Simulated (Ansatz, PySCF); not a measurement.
C2H6O, SMILES C(O)C. Atoms are numbered in the order given.

```xyz
9

C     -1.2019     0.1475     0.2473
C      0.0694    -0.4251    -0.3560
O      1.2331     0.3143     0.0037
H     -2.0766    -0.4139    -0.0897
H     -1.3271     1.1920    -0.0422
H     -1.1754     0.0958     1.3394
H      0.1814    -1.4802    -0.0759
H      0.0270    -0.3807    -1.4451
H      1.3170     0.3035     0.9634
```
Charge 0, spin multiplicity 1.

Geometry: B3LYP-D3(BJ)/def2-TZVP. Other conformers were not sampled.

Two levels are set side by side: PBE-D3(BJ)/def2-TZVP (Ansatz, a first-principles code) and B3LYP-D3(BJ)/def2-TZVP (Ansatz). Each level has its own optimised geometry; the coordinates shown are those of the second. Frequencies come from the Hessian of PySCF at each geometry. Differences are taken from unrounded values.

| quantity | B3LYP-D3(BJ) | PBE-D3(BJ) | PBE-D3(BJ) minus B3LYP-D3(BJ) |
|---|---|---|---|
| mean bond length (Å) | 1.172 | 1.179 | 0.008 |
| bond C1–C2 (Å) | 1.519 | 1.522 | 0.003 |
| bond C2–O3 (Å) | 1.425 | 1.431 | 0.006 |
| bond C1–H4 (Å) | 1.093 | 1.101 | 0.008 |
| bond C1–H5 (Å) | 1.091 | 1.099 | 0.008 |
| bond C1–H6 (Å) | 1.094 | 1.102 | 0.008 |
| bond C2–H7 (Å) | 1.097 | 1.107 | 0.010 |
| bond C2–H8 (Å) | 1.091 | 1.100 | 0.009 |
| bond O3–H9 (Å) | 0.963 | 0.973 | 0.009 |
| highest harmonic wavenumber (cm⁻¹) | 3795 | 3688 | -107 |
| mean harmonic wavenumber (cm⁻¹) | 1666 | 1621 | -45 |
| zero-point energy (kcal/mol) | 50.02 | 48.66 | -1.36 |

Exact exchange shortens and stiffens bonds; PBE has none. Differences between two approximate levels are no errors against the true value.
